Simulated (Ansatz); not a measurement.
Cartesian coordinates (Å):
SMILES: N
```xyz
4

N     -0.0026    -0.0005     0.3201
H     -0.4678     0.8147    -0.1090
H     -0.4703    -0.8129    -0.1115
H      0.9405    -0.0012    -0.0991
```
Charge 0, multiplicity 1.

Calculation: Ansatz (a program for electronic structure) with frozen-core CCSD(T)/def2-TZVPP // BP86-D3(BJ)/def2-SVP.

```yaml
HF energy: -56.21850 Ha
MP2 correlation energy: -0.23627 Ha
```

Q: Estimate the CCSD correlation energy, the (T) correction, the total energy and the T1 diagnostic.

A: 
```json
{
 "CCSD correlation energy": "-0.24883 Ha",
 "(T) correction": "-0.00785 Ha",
 "CCSD(T) total energy": "-56.47518 Ha",
 "T1 diagnostic": "0.007"
}
```
